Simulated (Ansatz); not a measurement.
# Worked example: correlation energy of SiC, singlet

Geometry: a PBE0/def2-TZVP stationary point for this spin. The triplet lies 0.5 eV lower here.

```xyz
2

Si    0.0000    0.0000    0.0000
C     0.0000    0.0000    1.6358
```

Basis cc-pVDZ; Ansatz 0.2.0. Correlated methods freeze the noble-gas cores, which leaves 8 electrons in 26 orbitals. Prefix R: restricted or restricted open-shell reference.

Full CI is exact within this basis and frozen core; it isn't the basis-set limit.

The cluster runs stand on a determinant 0.50 eV above the lowest RHF solution, chosen by trial CCSD; the correlation energy below is counted from it.

Runs differ by some tens of microhartree through their thresholds, so steps under 0.03 kcal/mol mean nothing.

```tsv
level	total energy (hartree)
RHF determinant under the cluster runs	-326.515105
RMP2	-326.736154
RCCSD	-326.763903
RCCSD(T)	-326.785481
RCCSDT	-326.785650
RCCSDT(Q)	-326.789660
RCCSDTQ	-326.788244
full CI	-326.788714
```

What is the correlation energy at full CI, and what share of it do RMP2 and RCCSDT recover?

E(corr) = -326.788714 − (-326.515105) = -0.273609 hartree = -7.445 eV. RMP2: -0.221049 / -0.273609 = 80.79 %. RCCSDT: -0.270545 / -0.273609 = 98.88 %.

By how many kcal/mol does RCCSD(T) miss full CI (1 hartree = 627.509 kcal/mol), and which steps make up the rest?

-326.785481 − (-326.788714) = 0.003233 hartree = 2.03 kcal/mol. Steps: RCCSDT − RCCSD(T) = -0.11, RCCSDT(Q) − RCCSDT = -2.52, RCCSDTQ − RCCSDT(Q) = 0.89, full CI − RCCSDTQ = -0.29 kcal/mol. With more than one leading determinant such errors change with state and geometry, and needn't cancel in differences.
